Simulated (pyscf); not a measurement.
H₃C–Ga(F)–F + H• → CH₄ + [F–Ga–F]•, a substitution at C (doublet surface; C–Ga broken, C–H formed). PySCF, gas phase, ωB97X-D3(BJ)/def2-SVP geometries. Energies in kcal/mol from the separated reactants.

Small-basis levels: PySCF, no dispersion term, spherical d functions. AM1 to PM7: differences of heats of formation from MOPAC. GFN2-xTB: tblite. Open shells are spin-unrestricted. 

| level | barrier | reaction energy |
|---|---|---|
| HF/3-21G | 37.0 | -10.4 |
| HF/6-31G*+LANL2DZ | 34.8 | -25.0 |
| MP2/6-31G*+LANL2DZ | 32.0 | -22.0 |
| BP86/6-31G*+LANL2DZ | 10.0 | -31.8 |
| PBE/6-31G*+LANL2DZ | 11.9 | -28.7 |
| B3LYP/STO-3G | 23.1 | -80.3 |
| B3LYP/6-31G*+LANL2DZ | 16.2 | -30.4 |
| B3LYP/6-311+G**+LANL2DZ | 14.1 | -35.0 |
| PBE/def2-SVP | 10.0 | -30.2 |
| GFN2-xTB | 7.7 | -40.0 |
| AM1 | -34.1 | -63.4 |
| PM6 | 10.6 | -34.6 |
| ωB97M-D3(BJ)/def2-TZVP | 18.4 | -31.6 |

Against the last row the barrier runs from -52.6 (AM1) to +18.5 kcal/mol (HF/3-21G). At AM1 this geometry lies under one side, so the entry may be no barrier of that level: it is a single point on another level's saddle. ωB97M-D3(BJ)/def2-TZVP has limits of its own. Abstraction by the radical was not located in this set and often lies lower. This is the saddle that the search found; another between the same sides may lie lower. The angle at the attacked C is 179°. In the def2 sets elements up to Kr have no core potential.
